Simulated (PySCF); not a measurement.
**What binds NaS: the parts of the energy along the bond**

State: ²Π, doublet, unpaired electrons π ↑. ROHF-based CCSD(T) in PySCF 2.14 with Na cc-pCVDZ, S aug-cc-pV(D+d)Z and Na cc-pCVTZ, S aug-cc-pV(T+d)Z (frozen core orbitals: 6; no relativity). Correlation energies are extrapolated as n⁻³ (n = 2, 3), Hartree–Fock as (n+1)·exp(−9√n). CV is the change on freezing 2 orbitals instead, in Na cc-pCVTZ, S cc-pwCVTZ. SR is the spin-free X2C energy in Na cc-pCVTZ-DK, S cc-pVTZ-DK less the non-relativistic one in Na cc-pCVTZ, S cc-pVTZ. All energies in eV from Na + S.

| R (Å) | HF/CBS | CCSD corr. | (T) | CV | SR | total |
| --- | --- | --- | --- | --- | --- | --- |
| 2.2964 | -1.345 | -1.005 | -0.0916 | -0.0066 | 0.0103 | -2.437 |
| 2.3962 | -1.471 | -0.988 | -0.0918 | -0.0049 | 0.0116 | -2.544 |
| 2.4960 | -1.516 | -0.975 | -0.0924 | -0.0036 | 0.0125 | -2.575 |
| 2.5959 | -1.502 | -0.966 | -0.0934 | -0.0026 | 0.0131 | -2.552 |
| 2.7207 | -1.430 | -0.958 | -0.0950 | -0.0016 | 0.0135 | -2.471 |
| 2.8455 | -1.316 | -0.953 | -0.0968 | -0.0008 | 0.0138 | -2.353 |

A fit to the total gives Re = 2.4973 Å, De = 2.575 eV, ωe = 329.3 cm⁻¹, Be = 0.2021 cm⁻¹ (masses 22.9898 and 31.9721 u).

Q: At R = 2.4960 Å the CCSD correlation energy is -0.335630 hartree in the smaller basis and -0.450884 in the larger. Extrapolate it.

A: (3³·E3 − 2³·E2)/(3³ − 2³) = -0.49941 hartree; the larger basis holds 90.3 % of it.

The T1 diagnostic is 0.014. The state was picked by a PBE0 search and need not be the measured ground state. Spin–orbit coupling, excitations beyond (T) and corrections to the Born–Oppenheimer picture are left out.
